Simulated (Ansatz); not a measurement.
Input file for C$_{4}$H$_{3}$FS, SMILES `Fc1cccs1`:

```yaml
crystal:
  periodic: [false, false, false]
  atoms:
    - {symbol: F, position_ang: [1.978823, 0.831721, -1.512981]}
    - {symbol: C, position_ang: [0.935783, 0.502322, -0.766527]}
    - {symbol: C, position_ang: [0.746130, -0.665090, -0.104743]}
    - {symbol: C, position_ang: [-0.492416, -0.653188, 0.590454]}
    - {symbol: C, position_ang: [-1.186393, 0.505458, 0.431748]}
    - {symbol: S, position_ang: [-0.351487, 1.618360, -0.569402]}
    - {symbol: H, position_ang: [1.454594, -1.480951, -0.117700]}
    - {symbol: H, position_ang: [-0.851364, -1.481002, 1.186936]}
    - {symbol: H, position_ang: [-2.145270, 0.776069, 0.845115]}
basis:
  gaussian: {orbitals: def2-TZVPP}
correlation: {method: ccsd_t}
output: {orbitals: {seedname: orbitals}}
```

```sh
$ ansatz run in.yaml --threads 4 --pin off --events-out ev --progress --plain --max-ram 10444MiB
```

The program prints (abridged):

```
Functional definition: HF
1471 factors; integrals over basis functions are off by at most 9.3e-4 eV
mean field evaluation 1: about -17690.1170 eV, gradient 3.9e1 eV
mean field evaluation 2: about -17690.5247 eV, gradient 3.9e1 eV
mean field evaluation 4: about -17694.4931 eV, gradient 4.8e0 eV
mean field evaluation 8: about -17694.5952 eV, gradient 4.8e-1 eV
mean field evaluation 16: about -17694.5972 eV, gradient 2.4e-6 eV
mean field -17694.59715404 eV, -650.2644515824 hartree, gradient 2.4e-6 eV, S^2 0.000000; 0 other end points of the search recorded, 0 dependent functions left out; unrestricted orbitals would lower it
10 core orbitals not correlated: weight in the atoms' cores, before any rotation towards them, 1.000 or more for the frozen orbitals, at most 0.000 for the correlated occupied ones
reference -17694.59715404 eV, -650.2644515824 hartree; 16, 16 occupied and 213, 213 virtual orbitals, 1471 factors
second order -28.52115548 eV of doubles, -0.00000000 eV of singles
cycle   1  -28.19528605 eV  change    3.3e-1 eV  update   1.3e-1
cycle   2  -28.92348056 eV  change   -7.3e-1 eV  update   4.0e-2
cycle   3  -29.08705198 eV  change   -1.6e-1 eV  update   1.8e-2
cycle   4  -29.07501845 eV  change    1.2e-2 eV  update   4.9e-3
cycle   5  -29.07275715 eV  change    2.3e-3 eV  update   2.3e-3
cycle   6  -29.07405163 eV  change   -1.3e-3 eV  update   8.6e-4
cycle   7  -29.07376776 eV  change    2.8e-4 eV  update   3.6e-4
cycle   8  -29.07351147 eV  change    2.6e-4 eV  update   1.8e-4
cycle   9  -29.07355305 eV  change   -4.2e-5 eV  update   6.5e-5
cycle  10  -29.07356987 eV  change   -1.7e-5 eV  update   1.8e-5
perturbative correction -1.45433922 eV, -0.0534459806 hartree
Total energy: -17725.12506314 eV, -651.3863315490 hartree
```

Run time 2.3 min (4 threads of an Arm Neoverse V1 on a shared host); peak host memory 4.7 GiB.

Correlation energy per correlated electron: -0.954 eV. T1 diagnostic: 0.0129.
